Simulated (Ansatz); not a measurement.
# SiH3O+ (SMILES [OH+]=[SiH2]): functionals against CCSD(T) at one geometry

One table from this session's results is given with a row withheld; the runs are named, their logs left out.

Computed with Ansatz 0.2.0, Gaussian basis. Level: single points in def2-TZVPP.

Cores are frozen in the correlated methods. B3LYP uses VWN-RPA correlation.

**Starting geometry**

5 atoms, charge 1, spin multiplicity 1.

Atoms are counted from 1 here; the program's logs count them from 0.

Bond lengths: O1–Si2 1.677 Å, O1–H3 1.132 Å, Si2–H4 1.427 Å, Si2–H5 1.239 Å. Angles: Si2–O1–H3 146.0°, O1–Si2–H4 97.1°, O1–Si2–H5 119.6°, H4–Si2–H5 143.3°.

Coordinates:

```
O     0.3677   -0.8478    0.4906
Si   -0.2575    0.4847   -0.3125
H     1.2828   -1.3103    0.9693
H    -1.4957   -0.1096   -0.7010
H     0.3920    1.5397   -0.3470
```

The first run:

Input file run/in.yaml:

```yaml
crystal:
  periodic: [false, false, false]
  atoms:
    - {symbol: O, position_ang: [0.367700, -0.847800, 0.490600]}
    - {symbol: Si, position_ang: [-0.257500, 0.484700, -0.312500]}
    - {symbol: H, position_ang: [1.282800, -1.310300, 0.969300]}
    - {symbol: H, position_ang: [-1.495700, -0.109600, -0.701000]}
    - {symbol: H, position_ang: [0.392000, 1.539700, -0.347000]}
basis:
  gaussian: {orbitals: def2-TZVPP}
total_charge: 1
correlation: {method: ccsd_t}
output: {forces: true}
```

The command line of these runs was not kept.

Among the steps run: CCSD(T)/def2-TZVPP; PBE0-D4/def2-TZVPP; wB97M-V/def2-TZVPP; r2SCAN-D4/def2-TZVPP; PBE-D4/def2-TZVPP; B3LYP-D4/def2-TZVPP; B97M-V/def2-TZVPP.

One of the session's tables, all rows but one given; the rest of the session is left out.

| method | RMS force component (eV/Å) | angle to CCSD(T) forces (°) |
| --- | --- | --- |
| CCSD(T) | 3.652 | reference |
| PBE0-D4 | 3.701 | 1.0 |
| wB97M-V | ? | ? |
| r2SCAN-D4 | 3.646 | 0.9 |
| PBE-D4 | 3.531 | 3.3 |
| B3LYP-D4 | 3.608 | 0.7 |
| B97M-V | 3.590 | 1.7 |

**Question.** Estimate the row for wB97M-V.

**Answer.** RMS force component (eV/Å): 3.628; angle to CCSD(T) forces (°): 1.1. In the column «RMS force component (eV/Å)» it lies between B3LYP-D4 (3.608) and r2SCAN-D4 (3.646).
